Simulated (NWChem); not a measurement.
Species: CN anion

Results from NWChem. Structure relaxed at the B3LYP/def2-SVPD level. Gas-phase geometry, NWChem's default radii.

COSMO at M06-2X/aug-cc-pVDZ gives an electrostatic solvation energy of -35.11 kcal/mol for ε = 2.0. Its surface charges are scaled by f = (ε − 1)/ε.

**Question.** Estimate the value for ε = 37.5 from the scaling alone and compare it with a run, and give the Born radius that the larger ε implies.

**Answer.** 
1. f = 0.5000 and 0.9733; their ratio is 1.947.
2. With a rigid solute density the energy is proportional to f: -35.11 × 1.947 = -68.35 kcal/mol.
3. The run gives -68.69 kcal/mol, 0.34 lower; the difference is the response of the solute's density to the stronger field.
4. Born: ΔG = −166.0 q² f / a (kcal/mol, a in Å), so a = 2.35 Å.
